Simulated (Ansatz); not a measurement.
Solid iodine, treated with rVV10 in Ansatz (PAW).

Run with plane-wave cutoff 500 eV, 8×8×4 k mesh (along the axes of the cell as run), gaussian smearing 0.02 eV, scalar-relativistic PAW data made under PBE.

Cell (relaxed at this level):

```cif
data_I8
_chemical_formula_sum 'I8'
_space_group_name_H-M_alt 'Cmce'
_space_group_IT_number 64
_space_group_name_Hall '-C 2ac 2'
_cell_length_a 7.35822
_cell_length_b 4.57386
_cell_length_c 9.76816
_cell_angle_alpha 90.000
_cell_angle_beta 90.000
_cell_angle_gamma 90.000
loop_
_atom_site_label
_atom_site_type_symbol
_atom_site_symmetry_multiplicity
_atom_site_Wyckoff_symbol
_atom_site_fract_x
_atom_site_fract_y
_atom_site_fract_z
_atom_site_occupancy
I1 I 8 f 0.00000 0.17276 0.12227 1
```
(The calculation used a cell of 4 atoms; values per cell refer to that cell.)

**Question.** Predict the band gap.

**Answer.** 
band gap: 0.74 eV (on the SCF k mesh)

Spin–orbit coupling is not included; with these elements it can move the gap by several tenths of an eV or more.

The computed numbers hold no vibrational or temperature effects.

Ansatz is a quantum-chemistry and plane-wave program.
